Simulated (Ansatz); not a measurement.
# AlNH₃ (quartet): from Hartree-Fock to the top rungs at distance Al1–H4 along a hydrogen transfer = 1.586 Å, cc-pVDZ

One table from this session's results is given with a row withheld; the runs are named, their logs left out.

Computed with Ansatz 0.2.0, Gaussian basis. Level: cc-pVDZ, core rule «outside noble gas», up to 6 orbitals frozen.

Plan: UHF; CCSD(T) on ROHF; CCSD(T) on UHF; BCCD(T) on ROHF; CISD; CCSDT(Q) on ROHF; CCSDT(Q) on UHF; CASSCF and MRCISD+Q, 5 electrons in 5 orbitals; CASSCF and NEVPT2, 5 electrons in 5 orbitals.

20 further runs of the same task are left out: 9 for a known fault of the program, 11 that didn't finish.

### The geometry

The geometry derives from fragments relaxed apart (PBE0/def2-TZVP) and kept rigid, so it is no stationary point. A hydrogen atom is moved between rigid fragments.

5 atoms, charge 0, spin multiplicity 4.

Atoms are counted from 1 here; the program's logs count them from 0.

Bond lengths: Al1–H2 1.586 Å, Al1–H3 1.586 Å, Al1–H4 1.586 Å. Angles: H2–Al1–H3 120.0°, H2–Al1–H4 120.0°, H3–Al1–H4 120.0°.

The first run:

File in.yaml:

```yaml
crystal:
  periodic: [false, false, false]
  atoms:
    - {symbol: Al, position_ang: [-0.964606, 0.000000, 0.000000]}
    - {symbol: H, position_ang: [-1.757530, 1.373384, 0.000000]}
    - {symbol: H, position_ang: [-1.757530, -1.373384, 0.000000]}
    - {symbol: H, position_ang: [0.621241, 0.000000, 0.000000]}
    - {symbol: N, position_ang: [2.066394, 0.000000, 0.000000]}
basis:
  gaussian: {orbitals: cc-pVDZ}
magnetization: {spin_polarized: true, initial_magnetization: 3}
hamiltonian: {xc: hf}
output: {orbitals: {seedname: orbitals}}
```

Run with:

```sh
$ ansatz run in.yaml --threads 1 --pin off --events-out ev --progress --plain --max-ram 2393MiB
```

Steps of the session up to this table: UHF; CCSD(T) on ROHF; CCSD(T) on UHF; BCCD(T) on ROHF; CISD; CCSDT(Q) on ROHF; CCSDT(Q) on UHF; CASSCF and MRCISD+Q, 5 electrons in 5 orbitals; CASSCF and NEVPT2, 5 electrons in 5 orbitals.

One table of the session follows, with a row left open; its other results are not shown here.

```
       method  from UCCSDT(Q) (kcal/mol)
         ROHF                    +133.39
          UHF                    +128.92
         RMP2                     +29.07
         UMP2                     +28.47
         CISD                     +10.97
        RCCSD                      +2.60
        UCCSD                      +2.52
     RCCSD(T)                      +0.65
     UCCSD(T)                      +0.61
      BCCD(T)                      +0.64
       RCCSDT                          ?
       UCCSDT                      +0.09
    RCCSDT(Q)                      +0.04
    UCCSDT(Q)                          0
  CASSCF pair                    +122.29
  NEVPT2 pair                     +27.69
  MRCISD pair                      +9.71
MRCISD+Q pair                      +0.42
```

Estimate the missing values for RCCSDT.

The run gave: from UCCSDT(Q) (kcal/mol): +0.13. In the column «from UCCSDT(Q) (kcal/mol)» it lies between UCCSDT (+0.09) and MRCISD+Q pair (+0.42).

Limits of these values: Restricted and unrestricted rows rest on different reference determinants; where their highest levels disagree by more than a few hundredths of an eV, they describe different states and don't form one ladder.
